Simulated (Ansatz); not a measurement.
# C₂H₄B+: one structure at several levels

Method: single points in def2-TZVPP; program: Ansatz 0.2.0, Gaussian basis.

Cores are frozen in the correlated methods.

### 1 Where the work starts

7 atoms, charge 1, spin multiplicity 1.

Atoms are counted from 1 here; the program's logs count them from 0.

Bond lengths: C1–B2 1.461 Å, C1–H4 1.096 Å, B2–C3 1.439 Å, C3–H5 1.109 Å, C3–H6 1.078 Å, C3–H7 1.098 Å. Angles: B2–C1–H4 176.7°, C1–B2–C3 177.9°, B2–C3–H5 101.4°, B2–C3–H6 113.4°, B2–C3–H7 114.1°, H5–C3–H6 102.9°, H5–C3–H7 102.6°, H6–C3–H7 119.2°.

Geometry (Å):

```xyz
7
C2H4B
C    -1.4102   -1.2157   -0.3691
B    -0.3017   -0.3081   -0.0804
C     0.7556    0.6197    0.2232
H    -2.2095   -1.9165   -0.6364
H     0.4275    1.5183   -0.3372
H     0.7477    0.9588    1.2469
H     1.7154    0.3776   -0.2531
```

### 2 PBE-D4/def2-TZVPP

Contents of run/in.yaml:

```yaml
crystal:
  periodic: [false, false, false]
  atoms:
    - {symbol: C, position_ang: [-1.410249, -1.215669, -0.369098]}
    - {symbol: B, position_ang: [-0.301710, -0.308083, -0.080448]}
    - {symbol: C, position_ang: [0.755634, 0.619734, 0.223212]}
    - {symbol: H, position_ang: [-2.209469, -1.916541, -0.636406]}
    - {symbol: H, position_ang: [0.427467, 1.518288, -0.337197]}
    - {symbol: H, position_ang: [0.747735, 0.958838, 1.246917]}
    - {symbol: H, position_ang: [1.715364, 0.377588, -0.253074]}
basis:
  gaussian: {orbitals: def2-TZVPP}
total_charge: 1
hamiltonian: {xc: pbe, dispersion: d4}
output: {forces: true}
```

The run is started by

```sh
$ ansatz run in.yaml --threads 2 --pin off --events-out ev --progress --plain --max-ram 3481MiB
```

Q: Estimate wall time and peak memory on 2 threads of Arm Neoverse V2, shared host.

About 2.6 s, with a peak of 0.2 GiB.
